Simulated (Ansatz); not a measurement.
# BH₃O, SMILES BO: the energy of protonation at one site

Run with the Python package of Ansatz (0.2.0).

The script, `run_pa.py`:
```python
"""Adding a proton to BH3O."""

import ansatz as az
import numpy as np

params = {
    "basis": "cc-pVDZ",
    "xc": "pbe0",
    "net_charge": 1,
    "fmax": 0.01,
}

system = (
    az.Crystal.molecule()
    .atom("B", (-0.2598, -0.3727, -0.0009))
    .atom("O", (0.1288, 1.0609, 0.0113))
    .atom("H", (-0.543, -0.9005, 0.9858))
    .atom("H", (-0.3996, -0.8663, -1.0491))
    .atom("H", (1.1235, 1.0049, 0.0115))
)

calc = system.calculation().basis(gaussian=params["basis"]).functional(params["xc"])
symbols = [site.symbol for site in system.cartesian_sites]
start = np.array([site.position_ang for site in system.cartesian_sites], dtype=float)
report = calc.relax(force_tolerance=0.01).run().report
end = np.array(report["positions_ang"])

# start the new hydrogen opposite the existing bonds
away = sum((end[1] - end[j]) / np.linalg.norm(end[1] - end[j]) for j in [0, 4]) + np.array([0.15, 0.1, -0.2])
proton = end[1] + 1.0 * away / np.linalg.norm(away)
acid = az.Crystal.molecule()
for symbol, place in zip(symbols, end):
    acid = acid.atom(symbol, place.tolist())
acid = acid.atom("H", proton.tolist())
protonated = (
    acid.calculation()
    .basis(gaussian=params["basis"])  # the orbital basis, by name
    .functional(params["xc"])
    .charge(params["net_charge"])
    .relax(force_tolerance=params["fmax"], max_steps=80)  # relax until the tolerances are met
)
after = protonated.run().report
xyz = np.array(after["positions_ang"])
reach = np.linalg.norm(xyz[:-1] - xyz[-1], axis=1)
print(f"base {report['free_energy_ev']:.5f} eV, protonated {after['free_energy_ev']:.5f} eV")
print(f"the proton ends {reach.min():.3f} A from {symbols[reach.argmin()]}{reach.argmin()}")
print(f"electronic proton affinity {23.060548 * (report['free_energy_ev'] - after['free_energy_ev']):.1f} kcal/mol")
```

Output of `python run_pa.py`:
```text
base -2769.77735 eV, protonated -2777.22422 eV
the proton ends 0.978 A from O1
electronic proton affinity 171.7 kcal/mol
```

Total energies depend on the basis set; only differences at equal settings carry meaning. The proton is put on one chosen atom, which needn't be the most basic site, so the molecule's proton affinity can be higher; the ends are stationary points, not checked by frequencies, and zero-point and thermal terms count only where printed. The whole script took 11 s on 1 thread of Arm Neoverse V2, with other jobs on the host, peak memory 0.17 GiB.

(A comment or docstring line of the script was reworded after the run, the code is as it ran; lines on the test bed's own set-up are left out of the output.)
